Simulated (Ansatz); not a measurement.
# C2HO− (SMILES C#C[O-]): functionals against CCSD(T) at one geometry

The atoms stand at a frame of a short trajectory. How far do the functionals agree with CCSD(T) there?

Program: Ansatz 0.2.0, Gaussian basis. Level of theory: single points in def2-TZVPPD. These are calculated values, not measurements.

Correlated methods freeze the cores.

1 further run of the same task is left out (it didn't finish).

## Step 1: Where the work starts

SMILES `C#C[O-]`, 4 atoms, charge -1, spin multiplicity 1.

Atoms are counted from 1 here; the program's logs count them from 0.

Bond lengths: C1–C2 1.315 Å, C1–H4 1.037 Å, C2–O3 1.194 Å. Angles: C2–C1–H4 121.6°, C1–C2–O3 162.9°.

As a file:

```
C    -0.5354    0.4853   -0.1319
C     0.2999   -0.4720    0.2069
O     1.1177   -1.1207    0.7876
H    -0.7004    0.7361   -1.1243
```

## Step 2: PBE-D4/def2-TZVPPD

File run/in.yaml:

```yaml
crystal:
  periodic: [false, false, false]
  atoms:
    - {symbol: C, position_ang: [-0.535351, 0.485286, -0.131920]}
    - {symbol: C, position_ang: [0.299923, -0.472042, 0.206947]}
    - {symbol: O, position_ang: [1.117656, -1.120663, 0.787632]}
    - {symbol: H, position_ang: [-0.700388, 0.736141, -1.124264]}
basis:
  gaussian: {orbitals: "def2-TZVPPD.json"}
total_charge: -1
hamiltonian: {xc: pbe, dispersion: d4}
output: {forces: true}
```

The basis file named in the input lies beside it (Basis Set Exchange, JSON).

Command:

```bash
ansatz run in.yaml --threads 2 --pin off --events-out ev --progress --plain --max-ram 3481MiB
```

## Step 3: r2SCAN-D4/def2-TZVPPD

Changes to run/in.yaml since step 2:

```diff
@@ -10,3 +10,3 @@
 total_charge: -1
-hamiltonian: {xc: pbe, dispersion: d4}
+hamiltonian: {xc: r2scan, dispersion: d4}
 output: {forces: true}
```

## Step 4: PBE0-D4/def2-TZVPPD

Changes to run/in.yaml since step 3:

```diff
@@ -10,3 +10,3 @@
 total_charge: -1
-hamiltonian: {xc: r2scan, dispersion: d4}
-output: {forces: true}
+hamiltonian: {xc: pbe0, dispersion: d4}
+output: {forces: true, orbitals: {seedname: orbitals}}
```

## Step 5: wB97M-V/def2-TZVPPD

Changes to run/in.yaml since step 4:

```diff
@@ -10,3 +10,3 @@
 total_charge: -1
-hamiltonian: {xc: pbe0, dispersion: d4}
-output: {forces: true, orbitals: {seedname: orbitals}}
+hamiltonian: {xc: {name: wB97M-V}}
+output: {forces: true}
```

## Step 6: CCSD(T)/def2-TZVPPD

Changes to run/in.yaml since step 5:

```diff
@@ -10,3 +10,3 @@
 total_charge: -1
-hamiltonian: {xc: {name: wB97M-V}}
+correlation: {method: ccsd_t}
 output: {forces: true}
```

(Steps that only read results are left out.)

Q: Predict the outcome of this session. Wanted: RMS force component; RMS force error; HOMO and LUMO, PBE0-D4; T1 diagnostic.

**Answer**, as computed:

```
              quantity                                                             value
   RMS force component                              1.571 to 1.660 eV/Å over the methods
       RMS force error  PBE-D4 0.107, r2SCAN-D4 0.254, PBE0-D4 0.422, wB97M-V 0.404 eV/Å
HOMO and LUMO, PBE0-D4                                                  0.23 and 4.49 eV
         T1 diagnostic                                                             0.021
```

In words: On forces the order runs from PBE-D4 to PBE0-D4. Frozen-core CCSD(T) forces in triple zeta carry basis errors of their own, and this is one geometry, so small gaps rank nothing.
